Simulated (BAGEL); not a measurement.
**One shape, several levels: CH2F2 (difluoromethane)**

We compute a comparison of 3 runs (HF/STO-3G, HF/6-31G*, HF/aug-cc-pVDZ) of CH2F2 (difluoromethane). 

The calculation is run with BAGEL 1.2.2.

16 further runs of the same task are left out: 16 set aside as unsound or not needed.

### Step 1. Starting point

CH2F2: 5 atoms, total charge 0, spin state singlet. SMILES: `FCF`. The C2–H5 distance was set to 2.406 Å, away from the relaxed value. At this shape a bond of the SMILES string is far longer than usual.

Bond lengths: F1–C2 1.351 Å, C2–F3 1.351 Å, C2–H4 1.093 Å. Angles: F1–C2–F3 108.6°, F1–C2–H4 108.8°, F3–C2–H4 108.8°.

### Step 2. A single-point energy at HF/STO-3G (density fitting with qzvpp-jkfit) (run 1)

Contents of job.json:

```json
{ "bagel" : [

{
  "title" : "molecule",
  "basis" : "sto-3g",
  "df_basis" : "qzvpp-jkfit",
  "angstrom" : true,
  "geometry" : [
    { "atom" : "F", "xyz" : [   -1.259544,   -0.866143,    1.452876 ] },
    { "atom" : "C", "xyz" : [   -0.176144,   -1.074243,    0.672276 ] },
    { "atom" : "F", "xyz" : [    0.904256,   -1.236543,    1.467776 ] },
    { "atom" : "H", "xyz" : [   -0.328944,   -1.990243,    0.095076 ] },
    { "atom" : "H", "xyz" : [    0.165300,    0.864200,   -0.711100 ] }
  ]
},
{ "title" : "hf" },
{ "title" : "print", "file" : "orbitals.molden", "orbitals" : true }

]}
```

Run with:

```console
$ BAGEL_NUM_THREADS=1 BAGEL job.json > job.out
```

The log of the run:

```text
* using 1 threads per process

  ===============================================================
  ===============================================================

  *** Geometry ***

  { "atom" : "F", "xyz" : [     -2.380193,     -1.636773,      2.745538 ] },
  { "atom" : "C", "xyz" : [     -0.332864,     -2.030025,      1.270418 ] },
  { "atom" : "F", "xyz" : [      1.708796,     -2.336728,      2.773695 ] },
  { "atom" : "H", "xyz" : [     -0.621614,     -3.761014,      0.179668 ] },
  { "atom" : "H", "xyz" : [      0.312372,      1.633101,     -1.343784 ] },

  Number of auxiliary basis functions:      265

  Since a DF basis is specified, we compute 2- and 3-index integrals:
    o Being stored without compression. Storage requirement is 0.001 GB

  Number of basis functions:       17
  Number of electrons      :       26

    * METHOD: MOLECULE                             0.03

  *** RHF ***

  === Nuclear Repulsion ===
    74.0490949383

      * DIIS with orbital gradients will be used.

  === RHF iteration (sto-3g) ===
      0       -234.07620217          0.04903067           0.00
      1       -234.19049456          0.03524058           0.00
      2       -234.33001625          0.00372586           0.00
      3       -234.33197260          0.00106457           0.00
      4       -234.33218035          0.00030462           0.00
      5       -234.33219776          0.00007170           0.00
      6       -234.33219891          0.00001121           0.00
      7       -234.33219894          0.00000244           0.00
      8       -234.33219894          0.00000050           0.00
      9       -234.33219894          0.00000016           0.00
     10       -234.33219894          0.00000003           0.00
     11       -234.33219894          0.00000001           0.00
     12       -234.33219894          0.00000000           0.00
    * SCF iteration converged.

    * Permanent dipole moment:
           (    0.057976,     0.344965,     0.159631) a.u.

    * METHOD: HF                                   0.05

    * METHOD: PRINT                                0.00

  ===============================================================
```

Wall time 0.5 s (1 thread of AMD EPYC 9R14 (Zen 4), shared host); peak memory 0.08 GiB.

### Step 3. The energy at HF/6-31G(d) (density fitting with qzvpp-jkfit, spherical functions) (run 2)

Contents of calc.json:

```json
{ "bagel" : [

{
  "title" : "molecule",
  "basis" : "6-31gs.json",
  "df_basis" : "qzvpp-jkfit",
  "angstrom" : true,
  "geometry" : [
    { "atom" : "F", "xyz" : [   -1.259544,   -0.866143,    1.452876 ] },
    { "atom" : "C", "xyz" : [   -0.176144,   -1.074243,    0.672276 ] },
    { "atom" : "F", "xyz" : [    0.904256,   -1.236543,    1.467776 ] },
    { "atom" : "H", "xyz" : [   -0.328944,   -1.990243,    0.095076 ] },
    { "atom" : "H", "xyz" : [    0.165300,    0.864200,   -0.711100 ] }
  ]
},
{
  "title" : "hf"
},
{
  "title" : "print",
  "file" : "orbitals.molden",
  "orbitals" : true
}

]}
```

The basis set 6-31G* is read from a file made from the Basis Set Exchange's data (not shown).

Run with:

```console
$ BAGEL_NUM_THREADS=1 BAGEL calc.json > calc.out
```

The log of the run:

```text
* using 1 threads per process

  ===============================================================
  ===============================================================

  *** Geometry ***

  { "atom" : "F", "xyz" : [     -2.380193,     -1.636773,      2.745538 ] },
  { "atom" : "C", "xyz" : [     -0.332864,     -2.030025,      1.270418 ] },
  { "atom" : "F", "xyz" : [      1.708796,     -2.336728,      2.773695 ] },
  { "atom" : "H", "xyz" : [     -0.621614,     -3.761014,      0.179668 ] },
  { "atom" : "H", "xyz" : [      0.312372,      1.633101,     -1.343784 ] },

  Number of auxiliary basis functions:      265

  Since a DF basis is specified, we compute 2- and 3-index integrals:
    o Being stored without compression. Storage requirement is 0.004 GB

  Number of basis functions:       46
  Number of electrons      :       26

    * METHOD: MOLECULE                             0.04

  *** RHF ***

  === Nuclear Repulsion ===
    74.0490949383

      * DIIS with orbital gradients will be used.

  === RHF iteration (6-31gs.json) ===
      0       -237.50983089          0.03327817           0.01
      1       -237.60452642          0.02322974           0.01
      2       -237.67296638          0.00240281           0.01
      3       -237.67452574          0.00085715           0.01
      4       -237.67472664          0.00030885           0.01
      5       -237.67476411          0.00006664           0.01
      6       -237.67476614          0.00001285           0.01
      7       -237.67476620          0.00000326           0.01
      8       -237.67476620          0.00000109           0.01
      9       -237.67476620          0.00000051           0.01
     10       -237.67476620          0.00000015           0.01
     11       -237.67476620          0.00000005           0.01
     12       -237.67476620          0.00000002           0.01
     13       -237.67476620          0.00000001           0.01
    * SCF iteration converged.

    * Permanent dipole moment:
           (    0.107322,     0.639905,     0.327309) a.u.

    * METHOD: HF                                   0.15

    * METHOD: PRINT                                0.01

  ===============================================================
```

It took 0.64 s on 1 thread of AMD EPYC 9R14 (Zen 4), shared host; peak memory 0.08 GiB.

### Step 4. A single-point energy at HF/aug-cc-pVDZ (density fitting with qzvpp-jkfit) (run 3)

Contents of calc.json:

```json
{ "bagel": [

{
  "title": "molecule",
  "basis": "aug-cc-pvdz.json",
  "df_basis": "qzvpp-jkfit",
  "angstrom": true,
  "geometry": [
    { "atom": "F", "xyz": [   -1.259544,   -0.866143,    1.452876 ] },
    { "atom": "C", "xyz": [   -0.176144,   -1.074243,    0.672276 ] },
    { "atom": "F", "xyz": [    0.904256,   -1.236543,    1.467776 ] },
    { "atom": "H", "xyz": [   -0.328944,   -1.990243,    0.095076 ] },
    { "atom": "H", "xyz": [    0.165300,    0.864200,   -0.711100 ] }
  ]
},
{
  "title": "hf"
},
{
  "title": "print",
  "file": "orbitals.molden",
  "orbitals": true
}

]}
```

The basis set aug-cc-pVDZ is read from a file made from the Basis Set Exchange's data (not shown).

Run with:

```console
$ BAGEL_NUM_THREADS=1 BAGEL calc.json > calc.out
```

The log of the run:

```text
* using 1 threads per process

  ===============================================================
  ===============================================================

  *** Geometry ***

  { "atom" : "F", "xyz" : [     -2.380193,     -1.636773,      2.745538 ] },
  { "atom" : "C", "xyz" : [     -0.332864,     -2.030025,      1.270418 ] },
  { "atom" : "F", "xyz" : [      1.708796,     -2.336728,      2.773695 ] },
  { "atom" : "H", "xyz" : [     -0.621614,     -3.761014,      0.179668 ] },
  { "atom" : "H", "xyz" : [      0.312372,      1.633101,     -1.343784 ] },

  Number of auxiliary basis functions:      265

  Since a DF basis is specified, we compute 2- and 3-index integrals:
    o Being stored without compression. Storage requirement is 0.016 GB

  Number of basis functions:       87
  Number of electrons      :       26

    * METHOD: MOLECULE                             0.07

  *** RHF ***

  === Nuclear Repulsion ===
    74.0490949383

      * DIIS with orbital gradients will be used.

  === RHF iteration (aug-cc-pvdz.json) ===
      0       -237.44823323          0.01860545           0.03
      1       -237.59772803          0.01542777           0.02
      2       -237.71232047          0.00212987           0.02
      3       -237.71613259          0.00053212           0.02
      4       -237.71636400          0.00027796           0.02
      5       -237.71642463          0.00006650           0.02
      6       -237.71643022          0.00001218           0.02
      7       -237.71643038          0.00000333           0.02
      8       -237.71643039          0.00000096           0.02
      9       -237.71643039          0.00000030           0.02
     10       -237.71643039          0.00000015           0.02
     11       -237.71643039          0.00000005           0.02
     12       -237.71643039          0.00000001           0.02
     13       -237.71643039          0.00000000           0.02
    * SCF iteration converged.

    * Permanent dipole moment:
           (    0.099795,     0.595648,     0.318420) a.u.

    * METHOD: HF                                   0.39

    * METHOD: PRINT                                0.02

  ===============================================================
```

It took 0.95 s on 1 thread of AMD EPYC 9R14 (Zen 4), shared host; peak memory 0.08 GiB.

### Step 5. The series

```
run                                                              level  energy (Eh)  dipole moment (D)  HOMO energy (eV)  LUMO energy (eV)  wall time
  1                       HF/STO-3G (density fitting with qzvpp-jkfit)  -234.332199               0.98             -6.21              2.88      0.5 s
  2  HF/6-31G* (density fitting with qzvpp-jkfit, spherical functions)  -237.674766               1.85             -9.60             -0.05     0.64 s
  3                  HF/aug-cc-pVDZ (density fitting with qzvpp-jkfit)  -237.716430               1.74             -9.88             -0.61     0.95 s
```

### Step 6. Results

| quantity | value |
| --- | --- |
| run 3: total energy | -237.71643 Eh |
| run 3: dipole moment | 1.74 D |
| run 3: HOMO energy | -9.88 eV |
| run 3: LUMO energy | -0.61 eV |
| run 3: HOMO–LUMO gap | 9.27 eV |

The dipole moment (its size) runs from 0.98 D (HF/STO-3G) to 1.85 D (HF/6-31G*). The HOMO–LUMO gap runs from 9.10 eV (HF/STO-3G) to 9.54 eV (HF/6-31G*). In run 1 the basis is minimal, so the values are rough. In runs 1, 2, 3 a closed-shell determinant meets a far-stretched bond, which it describes badly. All runs together took 2.1 s, the longest 0.95 s.
